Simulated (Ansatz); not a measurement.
The input, for Ansatz 0.2.0:

```yaml
crystal:
  periodic: [false, false, false]
  atoms:
    - {symbol: Al, position_ang: [-0.015321, -0.009086, 1.375252]}
    - {symbol: P, position_ang: [-0.016154, 1.039525, -0.625212]}
    - {symbol: P, position_ang: [0.031810, -1.030676, -0.667823]}
    - {symbol: H, position_ang: [-0.070967, -0.028731, 2.920526]}
basis:
  gaussian: {orbitals: def2-mTZVP}
magnetization: {spin_polarized: false, initial_magnetization: 2}
correlation: {method: fic_mrcisd_q, electrons: outside_noble_gas, active_space: {window: {electrons: 2, orbitals: 200}}}
accuracy: high
```

```sh
$ ansatz run in.yaml --threads 1 --pin off --events-out ev --progress --plain --max-ram 2393MiB
```

(1) One thing in this input was set wrong on purpose, beside settings that are merely unusual. What is the gravest fault, and what does the program do?

## Answers

(1) Impossible active window. How the run ends: stopped by an error.
```
1270 factors; integrals over basis functions are off by at most 3.7e-9 eV
mean field evaluation 1: about -25140.0567 eV, gradient 1.3e1 eV
mean field evaluation 2: about -25140.2477 eV, gradient 1.3e1 eV
mean field evaluation 4: about -25141.2085 eV, gradient 1.9e0 eV
mean field evaluation 8: about -25141.2319 eV, gradient 2.0e-3 eV
mean field evaluation 16: about -25140.1040 eV, gradient 5.9e0 eV
mean field evaluation 32: about -25140.9631 eV, gradient 2.6e0 eV
mean field evaluation 64: about -25140.5679 eV, gradient 1.5e0 eV
mean field -25141.23186504 eV, -923.9232297011 hartree, gradient 2.9e-8 eV, S^2 2.000000; 8 other end points of the search recorded, 0 dependent functions left out
reference -25141.23186504 eV, -923.9232297011 hartree; 23, 21 occupied and 46, 48 virtual orbitals, 1270 factors
Error: 2 electrons in 200 orbitals form no window around the highest filled level of the reference
```
